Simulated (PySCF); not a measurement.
## Level sweep

CH3BO.
InChI=1S/CH3BO/c1-2-3/h1H3

PySCF, dipoles from the SCF density, polarisabilities from static response with core orbitals frozen. Geometry: PBE0-D3(BJ)/def2-SVP; no solvent, vibrations or thermal averaging.

Task: Compare the levels for these properties.

Result: 

| level | μ (D) | error (%) | α (Å³) | anisotropy (Å³) |
| --- | --- | --- | --- | --- |
| LDA/def2-SVPD | 3.689 | +0.3 | 4.42 | 1.88 |
| PBE/def2-SVPD | 3.608 | -1.9 | 4.39 | 1.86 |
| B3LYP/def2-SVPD | 3.751 | +2.0 | 4.26 | 1.72 |
| PBE0/def2-SVPD | 3.786 | +2.9 | 4.20 | 1.70 |
| BHandHLYP/def2-SVPD | 3.953 | +7.5 | 4.07 | 1.56 |
| CAM-B3LYP/def2-SVPD | 3.823 | +4.0 | 4.20 | 1.66 |
| wB97X-D/def2-SVPD | 3.835 | +4.3 | 4.20 | 1.66 |
| LC-wPBE/def2-SVPD | 3.822 | +3.9 | 4.11 | 1.63 |
| HF/def2-SVPD | 4.219 | +14.7 | 3.88 | 1.33 |
| PBE0/6-31G* | 3.431 | -6.7 | 3.27 | 1.62 |
| PBE0/def2-SVP | 3.470 | -5.7 | 3.36 | 1.62 |
| PBE0/6-31+G* | 3.764 | +2.3 | 3.72 | 2.04 |
| PBE0/aug-cc-pVDZ | 3.739 | +1.7 | 4.24 | 1.76 |
| PBE0/def2-TZVP | 3.738 | +1.6 | 3.98 | 1.71 |
| PBE0/def2-TZVPD | 3.762 | +2.3 | 4.26 | 1.71 |
| PBE0/aug-cc-pVTZ | 3.767 | +2.4 | 4.27 | 1.72 |

Reference dipole: 3.678 D (computed, CCSD(T)/CBS, all electrons, equilibrium geometry, gas; Hait, Head-Gordon, J. Chem. Theory Comput. 14 (2018) 1969). The anisotropy is √(½[(α1 − α2)² + (α2 − α3)² + (α3 − α1)²]). For the dipole, the smallest error is 0.3% (LDA/def2-SVPD) and the largest 14.7% (HF/def2-SVPD). The dipole runs from 3.43 D (PBE0/6-31G*) to 4.22 D (HF/def2-SVPD). No reference polarisability is at hand; against PBE0 in the largest diffuse basis at hand (aug-cc-pVTZ) the other PBE0 rows deviate by 6-31G* -23%, def2-SVP -21%, 6-31+G* -13%, def2-SVPD -2%, aug-cc-pVDZ -1%, def2-TZVP -7%, def2-TZVPD 0%. In one basis (def2-SVPD) the functionals order the polarisability from HF (lowest) to LDA (highest), a spread of 14%. With PBE0 the polarisability is 3.54 Å³ without diffuse functions (mean of 6-31G*, def2-SVP and def2-TZVP) and 4.14 Å³ with them (mean of 6-31+G*, def2-SVPD, aug-cc-pVDZ, def2-TZVPD and aug-cc-pVTZ).
